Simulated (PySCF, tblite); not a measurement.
**Complex of formaldehyde and ammonia**

A gas-phase complex of formaldehyde and ammonia; neutral, singlet. The structure comes from a short search (6 tight-binding starts) and was relaxed by PBE0-D3(BJ)/def2-TZVPD; another way of binding may lie lower. No frequency run checks that it is a minimum.

Parts: 1 = formaldehyde (C=O), atoms 1–4; 2 = ammonia (N), atoms 5–8.

| atom | part | x (Å) | y (Å) | z (Å) |
| --- | --- | --- | --- | --- |
| C1 | 1 | -0.201 | 0.034 | 0.183 |
| O2 | 1 | 0.891 | 0.507 | 0.333 |
| H3 | 1 | -0.342 | -1.058 | 0.062 |
| H4 | 1 | -1.104 | 0.671 | 0.156 |
| N5 | 2 | -0.666 | 3.203 | 0.154 |
| H6 | 2 | 0.204 | 2.693 | 0.280 |
| H7 | 2 | -0.576 | 3.742 | -0.699 |
| H8 | 2 | -0.738 | 3.868 | 0.915 |

Contacts between parts, classed by geometry: H6···O2 2.292 Å (hydrogen bond, 138°).

Interaction energies are complex less parts, with the parts frozen as they stand in it; counterpoise-corrected, in kcal/mol (PySCF). The CCSD(T) estimate is Hartree-Fock/aug-cc-pVQZ, plus the MP2 correlation part extrapolated as X⁻³ from aug-cc-pVTZ and aug-cc-pVQZ, plus CCSD(T) less MP2 in aug-cc-pVDZ; noble-gas cores are frozen. It isn't the exact limit.

```json
{"level": "Hartree-Fock/aug-cc-pVQZ", "interaction": "-2.02", "superposition error removed": "-"}
{"level": "wB97M-D3(BJ)/def2-TZVPD", "interaction": "-3.84", "superposition error removed": "-0.12"}
{"level": "PBE0-D3(BJ)/def2-TZVPD", "interaction": "-3.84", "superposition error removed": "-0.11"}
{"level": "MP2/aug-cc-pVQZ", "interaction": "-3.67", "superposition error removed": "-0.19"}
```

**Question.** What does CCSD(T) at its estimated basis limit give, and which of these levels comes nearest?

**Answer.** -3.76 kcal/mol. wB97M-D3(BJ)/def2-TZVPD and PBE0-D3(BJ)/def2-TZVPD and MP2/aug-cc-pVQZ come equally near, within the error of the estimate; the errors are Hartree-Fock/aug-cc-pVQZ +1.74, wB97M-D3(BJ)/def2-TZVPD -0.08, PBE0-D3(BJ)/def2-TZVPD -0.08, MP2/aug-cc-pVQZ +0.10.

**Question.** What holds them together? Decompose the wB97M-D3(BJ)/def2-TZVPD energy: frozen parts, their antisymmetrised product, then relaxation.

**Answer.** electrostatic -5.8, Pauli repulsion +4.6, orbital relaxation -1.6, dispersion correction -1.1 kcal/mol, which sum to the value before the counterpoise correction; the Pauli term holds the exchange-correlation of the frozen density too. Of the attraction, 68 % is electrostatic, 19 % is orbital relaxation, 12 % is dispersion correction.

The parts were also relaxed and run alone, at the levels used for the complex: shieldings by PBE0/pcSseg-2; core levels by delta-SCF with SCAN, pcX-2 on the ionised atom and pcseg-1 elsewhere, spin-free X2C.

**Question.** What does binding change?

**Answer.** 
| property | alone | in the complex | change |
| --- | --- | --- | --- |
| N5–H6 bond (Å) | 1.013 | 1.016 | +0.003 |
| shielding of H6 (ppm) | 31.61 | 29.64 | -1.97 |
| shielding of O2 (ppm) | -447.1 | -427.4 | +19.7 |
| shielding of N5 (ppm) | 263.7 | 265.5 | +1.9 |
| N5 1s core level (eV) | 405.54 | 405.21 | -0.33 |
